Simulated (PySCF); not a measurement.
**Na2: frontier orbitals**

PBE0 at R = 3.100 Å; Na def2-TZVP; no relativity (PySCF 2.14). State: ¹Σg⁺ (singlet), closed shell. Only the outer orbitals are listed.

| orbital | occ. | ε (eV) | main shells (%) |
| --- | --- | --- | --- |
| σg | 2 | -31.63 | 100 p |
| πu | 2 | -31.60 | 100 p |
| πu | 2 | -31.60 | 100 p |
| πg | 2 | -31.60 | 100 p |
| πg | 2 | -31.60 | 100 p |
| σu | 2 | -31.58 | 100 p |
| σg | 2 | -3.60 | 95 s |
| σu | 0 | -1.34 | 78 s, 22 p |
| πu | 0 | -0.52 | 99 p |
| πu | 0 | -0.52 | 99 p |

**Question.** Which are the highest filled and the lowest empty level, where do they sit, and how wide is the gap?

**Answer.** Highest filled σg at -3.60 eV (in %: 95 s); lowest empty σu at -1.34 eV (in %: 78 s, 22 p); the gap at PBE0 is 2.26 eV.

```json
{"bond order (Mayer)": "0.99", "⟨S²⟩": "0.000", "polarisability along the bond": "338.8 bohr³", "polarisability across the bond": "201.2 bohr³"}
```

Closed-shell solutions of metal pairs were not tested for spin polarisation, which can lower them a little.
